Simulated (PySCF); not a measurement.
**B: electron affinity**

B⁻ [He] 2s2 2p2 [2p1/2^2, M_J = 0] → B [He] 2s2 2p1 [2p1/2^1, M_J = 1/2], as a difference of total energies. Computed with PySCF 2.14 in x2c-TZVPall-2c with one added diffuse shell each of s, p, d type (6s4p3d1f, 40 functions), with the two-component X2C-1e Hamiltonian. Correlated levels: 1s2 frozen. "Screened" scales the spin-orbit matrix elements by Boettger's factors to mimic the two-electron term; Breit and QED terms are absent.

```json
{"method": "GHF (spin-free)", "electron affinity (eV)": "-6.888", "error (eV)": "-7.168"}
{"method": "GMP2 (spin-free)", "electron affinity (eV)": "-6.914", "error (eV)": "-7.194"}
{"method": "GHF (screened spin-orbit)", "electron affinity (eV)": "-1.087", "error (eV)": "-1.367"}
{"method": "GMP2 (screened spin-orbit)", "electron affinity (eV)": "-0.244", "error (eV)": "-0.524"}
```

Reference: 0.280 eV (measured; photodetachment measurements, as compiled on the Wikipedia data page of electron affinities).

Errors of the correlated levels include the incompleteness of this basis and the frozen core.

The labels give the starting determinants; with spin-orbit coupling the two ends relaxed to ⟨J²⟩ = 0.00, ⟨L²⟩ = 1.33, ⟨S²⟩ = 1.33 and ⟨J²⟩ = 1.06, ⟨L²⟩ = 2.04, ⟨S²⟩ = 0.76.

A negative affinity means that the anion lies above the atom at that level of theory.

The determinant of B mixes levels of different J (the jj label is only the starting occupation), so the difference between spin-free and spin-orbit rows is not the physical spin-orbit shift.
